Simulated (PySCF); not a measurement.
Fluorine: a sound run and one with changed settings

Sound run: F [He] 2s2 2p5, F⁺ [He] 2s2 2p4. Calculation: PySCF 2.14, in def2-SVP (3s2p1d, 14 functions); no relativity, point nucleus. In the sound run the correlated levels freeze 1s2. The sound run starts from symmetry-adapted Hartree-Fock orbitals and uses a fine grid where one is needed.

Changed run: all electrons correlated in a basis built for the valence shell.

```json
{"species": "F", "method": "MP2", "sound run (hartree)": "-99.42243", "changed run (hartree)": "-99.42420", "converged": "yes"}
{"species": "F", "method": "CCSD(T)", "sound run (hartree)": "-99.43472", "changed run (hartree)": "-99.43631", "converged": "yes"}
{"species": "F⁺", "method": "MP2", "sound run (hartree)": "-98.79918", "changed run (hartree)": "-98.80078", "converged": "yes"}
{"species": "F⁺", "method": "CCSD(T)", "sound run (hartree)": "-98.81434", "changed run (hartree)": "-98.81579", "converged": "yes"}
```

Ionisation energy of F:

```tsv
method	sound run (eV)	changed run (eV)
UHF	15.772	15.772
MP2	16.959	16.964
SCS-MP2	16.914	16.916
CCSD	16.879	16.882
CCSD(T)	16.881	16.885
```

A valence basis has no tight correlating functions, so it recovers only part of the core correlation, and not evenly between atom and ion.

For comparison, NIST gives 17.423 eV between the lowest levels.
